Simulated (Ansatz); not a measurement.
**Which is lower?**

The two ends of one reaction step of CH$_{5}$BO, singlet (PBE0-D4/def2-TZVP).

A:

```
atom    x (Å)    y (Å)    z (Å)
  B1  -1.3095  -0.2378   0.2223
  O2  -0.1075  -0.7141  -0.1250
  C3   1.0399   0.1085  -0.1931
  H4   0.8024   1.1433   0.0694
  H5  -1.4446   0.9277   0.4905
  H6  -2.2146  -1.0198   0.2489
  H7   1.4404   0.0718  -1.2079
  H8   1.7935  -0.2794   0.4949
```

B:

```xyz
8
angstrom
B -1.0380 0.0949 0.4265
O 0.0297 -0.3434 -0.6808
C 1.2215 -0.1423 -0.5621
H -0.3821 0.6192 1.3030
H -1.7730 0.8337 -0.1835
H -1.5621 -0.9509 0.7262
H 1.8931 -0.4698 -1.3605
H 1.6109 0.3589 0.3312
```

Computed with Ansatz 0.2.0 (basis: def2-TZVPP); correlated methods freeze the cores. B3LYP uses VWN-RPA correlation.

(1) Which structure is lower at CCSD(T), and by how much? (An estimate is asked for; the value comes from the calculation.)

T1 diagnostic: at most 0.018.

Answers

(1) By the calculation: A, by 1.948 eV (electronic energy, against the other). By their contacts, A is CH₅BO ([BH2][O][CH3]) and B is CH₅BO ([BH3][O][CH2]).

All methods give the same order:

| method | E(B) − E(A) (eV) |
| --- | --- |
| SPW92 | 1.880 |
| PBE-D4 | 1.823 |
| BLYP-D4 | 1.815 |
| r2SCAN-D4 | 1.929 |
| B97M-V | 1.933 |
| PBE0-D4 | 1.985 |
| B3LYP-D4 | 1.952 |
| r2SCAN0-D4 | 2.046 |
| BHLYP-D4 | 2.099 |
| CAM-B3LYP-D4 | 2.025 |
| wB97X-V | 2.014 |
| wB97M-V | 1.989 |
| B2PLYP | 1.978 |
| PBE-QIDH | 2.060 |
| RPA on PBE | 1.947 |
| HF | 2.167 |
| MP2 | 2.006 |
| CCSD | 2.005 |
| CCSD(T) | 1.948 |

Labels in which every atom is bracketed show which atoms are joined, not bond orders.

For scale, one of the runs: CCSD(T)/def2-TZVPP, 163 basis functions, launched by `ansatz run in.yaml --threads 2 --pin off --events-out ev --progress --plain --max-ram 4352MiB`. Time: 17 s of wall clock on 2 CPU threads of an Arm Neoverse V2; the host was shared. Peak host memory: 1.3 GiB.
